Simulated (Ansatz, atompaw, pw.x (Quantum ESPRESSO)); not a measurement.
**Zn (Z = 30) (fcc): variants of one PAW (atompaw) potential in the solid**

zinc, PAW, made with atompaw 4.2.0.5 (LDA (PW92), scalar-relativistic). Core [Ar], reference 3d10 4s1.75 4p0.25. Waves: 4s (bound); 4s channel at 0.5 Ry; 4p (bound); 4p channel at 2.4 Ry; 3d (bound); 3d channel at 4.3 Ry. Local part: bessel scheme, radius 2.80 bohr. Core correction: smooth core density matched at 2.40 bohr. Augmentation charge: sinc compensation charge, radius 3.00 bohr; PAW radius 3.00 bohr; waves and projectors: bloechl.

Crystal test: fcc Zn in pw.x 7.5, no spin, 15³ k-points, Fermi–Dirac smearing 0.01 Ry, cutoffs set for each file from its atomic test. The reference is all-electron LAPW (Ansatz 0.2.0) with the same functional, mesh and smearing; V0 and B0 come from Birch–Murnaghan fits to the pressures at five volumes. Errors are pseudo minus all-electron; Δ is the rms difference of the E(V) curves that follow from these fits, minima aligned, over ±6 % about the mean V0. Mesh and smearing are coarse, so the numbers serve the comparison and aren't converged zero-temperature values; the lattice is a test structure that the element need not adopt.

All-electron: a0 = 3.782 Å (V0 = 13.53 Å³/atom), B0 = 99.4 GPa.

Base: The largest radius (3.00 bohr) exceeds half the bond length (2.53 bohr), so the spheres overlap, which is one possible source of error among others. This is a poor potential for the solid.

1 further variants are left out: they gave no file fit for a test, a broken result, the same result as the base, or pressures whose basis-set error rivals the error shown.

A dash in a converged row means that the minimum lies outside the volumes sampled.

```csv
change,cutoffs (Ry),pw.x,mean pressure error (GPa)
base,40/400,converged,+76.83
wave 3d channel at 4.3 Ry becomes 3d channel at -0.64 Ry,40/400,converged,+42.23
wave 3d channel at 4.3 Ry becomes 3d channel at -0.48 Ry,40/400,converged,+42.41
wave 3d channel at 4.3 Ry becomes 3d channel at 0.46 Ry,40/400,converged,+44.95
```

Q: Give the row for: wave 3d channel at 4.3 Ry becomes 3d channel at 2.84 Ry.

A: pw.x: converged; mean pressure error (GPa): +59.84.
